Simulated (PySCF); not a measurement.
3-methyl-1-butanol, C₅H₁₂O.
SMILES with atom numbers: `[CH3:1][CH:2]([CH3:3])[CH2:4][CH2:5][OH:6]` (hydrogens: H7, H8, H9 on C1; H10 on C2; H11, H12, H13 on C3; H14, H15 on C4; H16, H17 on C5; H18 on O6)

The same species was optimised twice, with GFN2-xTB and with PBE0-D3(BJ)/def2-SVP (PySCF), and the same property calculations (PySCF, gas phase) were run on both structures.

| coordinate | GFN2-xTB | PBE0-D3(BJ)/def2-SVP | change |
| --- | --- | --- | --- |
| C4–C5 (Å) | 1.529 | 1.520 | -0.009 |
| C5–O6 (Å) | 1.409 | 1.402 | -0.007 |
| C1–C2 (Å) | 1.528 | 1.525 | -0.003 |
| C2–C4 (Å) | 1.532 | 1.529 | -0.003 |
| C2–C3 (Å) | 1.527 | 1.526 | -0.001 |
| C2–C4–C5 (°) | 113.7 | 115.3 | +1.6 |
| C1–C2–C4 (°) | 109.5 | 110.6 | +1.1 |
| C1–C2–C3 (°) | 109.9 | 110.7 | +0.8 |
| C3–C2–C4 (°) | 111.8 | 112.3 | +0.5 |
| C4–C5–O6 (°) | 112.4 | 112.8 | +0.4 |
| C1–C2–C4–C5 (°) | 173 | 173 | 0 |
| C2–C4–C5–O6 (°) | -175 | 180 | -5 |

Rotational constants: A = 6912, B = 1740, C = 1492 MHz (GFN2-xTB) against A = 6860, B = 1734, C = 1487 MHz (PBE0-D3(BJ)/def2-SVP). Point groups within 0.08 Å: C1 and C1.

On the GFN2-xTB structure: isotropic polarisability (au) 67.2 [wB97X-D/def2-SVPD]; HOMO (eV) -9.73 [wB97X-D/def2-SVPD]; LUMO (eV) 2.30 [wB97X-D/def2-SVPD]; dipole (D) 1.86 [wB97X-D/def2-SVPD].

Question: What do these properties become on the PBE0-D3(BJ)/def2-SVP structure?

Answer: 
```csv
property,level,on GFN2-xTB,on PBE0-D3(BJ)/def2-SVP,change
isotropic polarisability (au),wB97X-D/def2-SVPD,67.2,68.1,+0.9
HOMO (eV),wB97X-D/def2-SVPD,-9.73,-9.78,-0.05
LUMO (eV),wB97X-D/def2-SVPD,2.30,2.28,-0.02
dipole (D),wB97X-D/def2-SVPD,1.86,1.83,-0.03
"energy, GFN2-xTB geometry as zero (kcal/mol)",wB97X-D/def2-SVPD,0.0,-0.5,-0.5
```

The heavy atoms differ by 0.023 Å rms after alignment. Among bonds between heavy atoms C4–C5 changes most (-0.009 Å). Changes are differences of the printed values. Neither structure is proved a minimum here.

Shape of the structure used: `[CH3:1][CH:2]([CH3:3])[CH2:4][CH2:5][OH:6]`: C1–C2–C4–C5 173°, C2–C4–C5–O6 180°, H–O6–C5–C4 59°.

Note: wB97X-D ran without an empirical dispersion term, which enters the total energy and its gradient alone.
